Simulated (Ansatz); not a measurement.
Two structures of CH$_{8}$OSi, closed shell, reached by relaxing down either side of one saddle point (PBE0-D4/def2-TZVP). Energies are electronic, without zero-point energy. Ansatz 0.2.0; basis: def2-TZVPP and def2-QZVPP; cores frozen in the correlated methods. Extrapolation: Hartree–Fock as exp(−7.88 √X), correlation as X^−2.97. First:

```
11
angstrom
Si -0.9354 0.5492 0.3332
C 0.2067 -0.5469 1.3197
H -1.5484 -0.1902 -0.8066
H -2.0466 1.0725 1.1749
H -0.2097 1.7242 -0.2277
H 0.5124 -0.5880 -2.3752
O 1.3501 -0.3343 -1.9797
H -0.3343 -1.4029 1.7289
H 1.0078 -0.9136 0.6751
H 0.6502 0.0038 2.1521
H 1.3469 0.6261 -1.9950
```

Second:

```tsv
atom	x (Å)	y (Å)	z (Å)
Si1	-1.0565	1.1554	-0.8606
C2	1.0937	-1.1089	1.3762
H3	-1.9496	2.0425	-1.6561
H4	-1.9133	0.2023	-0.1037
H5	-0.2501	1.9654	0.0797
H6	1.2405	-0.9045	0.3159
O7	0.0252	0.3698	-1.8264
H8	0.1210	-1.5775	1.5261
H9	1.8768	-1.7780	1.7323
H10	1.1349	-0.1742	1.9354
H11	-0.3227	-0.1925	-2.5191
```

(1) Which bonds change from the first to the second?

(2) Give the saddle point's structure and its height above each. (An estimate is asked for; the value comes from the calculation.)

The T1 diagnostic stays at or below 0.012.

## Answers

(1) CH₆Si ([CH3][SiH3]) + H₂O → SiH₄O ([OH][SiH3]) + CH₄; bonds formed: Si1–O7, C2–H6; bonds broken: Si1–C2, H6–O7.

(2) Computed: 2.187 eV above the first and 3.064 eV above the second (CCSD(T) at an estimated basis limit (MP2 extrapolated from triple and quadruple zeta, plus CCSD(T) − MP2 in triple zeta)).
```
11
angstrom
Si -0.6641 0.7537 -0.2037
C 0.5239 -0.7225 0.9238
H -1.6294 0.9880 -1.3338
H -1.6639 0.4448 0.8686
H 0.0119 2.0183 0.1573
H 0.7149 -0.4974 -0.4806
O 0.5719 0.0999 -1.4726
H -0.1832 -1.5070 1.1912
H 1.5159 -1.1869 0.8093
H 0.6241 -0.0311 1.7624
H 0.1780 -0.3600 -2.2221
```

Labels in which every atom is bracketed show which atoms are joined, not bond orders.

For scale, one of the runs: CCSD(T)/def2-TZVPP, 216 basis functions (an equivalent command: `ansatz run in.yaml --threads 4`). Time: 43 s of wall clock on 4 CPU threads; the host was shared. Peak host memory: 3.2 GiB.
